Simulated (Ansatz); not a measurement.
# B₂H₂ (triplet): B3LYP, r2SCAN0, wB97M-V over a scan of the scale of all distances, 6-31G

Aim: run B₂H₂ (triplet) with these functionals over a scan of the scale of all distances, and hold them against the top wave-function level at the same points.

Computed with Ansatz 0.2.0, Gaussian basis. Level: 6-31G, all electrons in the functionals.

Plan: B3LYP, r2SCAN0, wB97M-V, at 0.875; 1.000; 1.100; 1.323; 1.496; 1.747; 2.023; 2.375.

11 further runs of the same task are left out: 2 for a mislabelled method, 5 that didn't finish, 4 set aside as unsound or not needed.

## (1) The geometry

The geometry derives from a PBE0/def2-TZVP stationary point (not a proven minimum). All distances are scaled together.

4 atoms, charge 0, spin multiplicity 3.

Atoms are counted from 1 here; the program's logs count them from 0.

Bond lengths: B1–B2 1.585 Å, B1–H3 1.197 Å, B1–H4 1.197 Å. Angles: B2–B1–H3 118.9°, B2–B1–H4 118.9°, H3–B1–H4 122.2°.

No dispersion term is added; wB97M-V holds VV10 nonlocal correlation. B3LYP takes the VWN-RPA correlation.

The geometry shown and the zero of energy belong to the point 1.000. The yardstick, FCI, and other wave-function levels (R restricted, U unrestricted, valence and pair active spaces) come from earlier runs.

## (2) B3LYP, 0.875

Contents of in.yaml:

```yaml
crystal:
  periodic: [false, false, false]
  atoms:
    - {symbol: B, position_ang: [0.000000, 0.000000, 0.591174]}
    - {symbol: B, position_ang: [0.000000, 0.000000, -0.795772]}
    - {symbol: H, position_ang: [0.000000, 0.916884, 1.097241]}
    - {symbol: H, position_ang: [0.000000, -0.916884, 1.097241]}
basis:
  gaussian: {orbitals: 6-31G}
magnetization: {spin_polarized: true, initial_magnetization: 2}
hamiltonian: {xc: {name: B3LYP}}
```

Run with:

```console
$ ansatz run in.yaml --threads 1 --pin off --events-out ev --progress --plain --max-ram 2393MiB
```

Further steps of the session: B3LYP, 1.000; B3LYP, 1.100; B3LYP, 1.323; B3LYP, 1.496; B3LYP, 1.747; B3LYP, 2.023; B3LYP, 2.375; r2SCAN0, 0.875; r2SCAN0, 1.000; r2SCAN0, 1.100; r2SCAN0, 1.323; r2SCAN0, 1.496; r2SCAN0, 1.747; r2SCAN0, 2.023; r2SCAN0, 2.375; wB97M-V, 0.875; wB97M-V, 1.000; wB97M-V, 1.100; wB97M-V, 1.323; wB97M-V, 1.496; wB97M-V, 1.747; wB97M-V, 2.023; wB97M-V, 2.375.

**Question.** What will the summary of the whole plan be? Wanted: span of the FCI curve; largest miss, B3LYP; largest miss, r2SCAN0; largest miss, wB97M-V.

As calculated:

| quantity | value |
| --- | --- |
| span of the FCI curve | 211.5 kcal/mol |
| largest miss, B3LYP | +31.9 kcal/mol (2.375) |
| largest miss, r2SCAN0 | +38.7 kcal/mol (2.375) |
| largest miss, wB97M-V | +35.7 kcal/mol (2.375) |

Of the functionals, B3LYP keep the smallest largest miss at the points compared (at most 31.9 kcal/mol) and r2SCAN0 strays most (38.7 kcal/mol, at 2.375). B3LYP, r2SCAN0, wB97M-V clearly break the spin symmetry at some points (⟨S²⟩ up to 0.70 above the pure value), so energy there is bought with a mixed spin. Functionals and the yardstick converge differently with the basis, so part of each miss in 6-31G is the basis.
